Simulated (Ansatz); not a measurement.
## Dissociation curves of Li2 (lithium dimer)

Li2: 2 atoms, total charge 0, spin state singlet. SMILES: `[Li][Li]`. The bond length is the measured one.

```xyz
2

Li    0.0000    0.0000    0.0000
Li    0.0000    0.0000    2.6729
```

The Li1–Li2 distance is scanned; the parts on either side stay rigid. Basis 3-21G; program Ansatz 0.2.0. FCI is exact within this basis and core. Energies in eV from each method's value at 2.673 Å; methods without a U are spin-restricted. The shape above is that at 2.673 Å.

```csv
distance (Å),HF,PBE,revPBE,PBE0,wB97X,CCSD,CCSD(T),FCI
2.673,0.00,0.00,0.00,0.00,0.00,0.00,0.00,0.00
3.341,0.13,0.16,0.15,0.17,0.16,0.17,0.17,0.17
4.009,0.51,0.50,0.47,0.53,0.56,0.48,0.48,0.48
5.346,1.23,1.02,0.99,1.14,1.35,0.81,0.80,0.81
6.682,1.75,1.29,1.25,1.49,1.92,0.88,0.87,0.88
```

Departure from the FCI curve at its largest: HF +0.87 eV at 6.68 Å; PBE +0.41 eV at 6.68 Å; revPBE +0.37 eV at 6.68 Å; PBE0 +0.62 eV at 6.68 Å; wB97X +1.04 eV at 6.68 Å; CCSD within 0.005 eV; CCSD(T) within 0.005 eV. Restricted functionals keep the electrons paired too, and rise too high.
